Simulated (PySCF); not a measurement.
Structure with atom numbers: `[CH2:1]=[CH:2][C:3]([F:4])([F:5])[F:6]`. Each H is labelled by its parent atom. Ha(C1) is cis to C3; Hb(C1) is trans to C3.

[PySCF 2.14: coordinates at the GFN2-xTB level; shielding tensors at PBE0/pcSseg-1 (GIAO); equivalent nuclei averaged; a single conformation; no solvent model; no relativistic terms]

Scale: ¹³C and ¹H vs TMS; ¹⁹F vs CFCl3 (reference shieldings calculated alike).

```csv
atoms,nucleus,count,Hirshfeld charge,δ (ppm)
Hb(C1),¹H,1,0.06,?
Ha(C1),¹H,1,0.05,6.35
C1,¹³C,1,-0.07,131.0
H(C2),¹H,1,0.06,6.15
C2,¹³C,1,-0.07,135.8
F4/F5/F6,¹⁹F,3,-0.10,-84.4
C3,¹³C,1,0.26,?
```

Complete the table.

## Answers


- C3: 131.8 ppm, CF3 carbon; 3 electronegative neighbours deshield it
- Hb(C1): 6.00 ppm, hydrogen on a terminal =CH2 carbon; a vinylic proton, deshielded by the sp2 carbon and the C=C anisotropy

Shifts are as computed. Against solution values, carbons near 30 ppm lie about +3 ppm off and those near 130 ppm about +5 ppm. Of 1211 compounds with measured shifts, 218 miss one by over three times the rms of a fit or turn the order of signals round; such compounds aren't used in these exercises. Unscaled 19F shifts against computed CFCl3 carry errors that often reach 10 to 50 ppm.
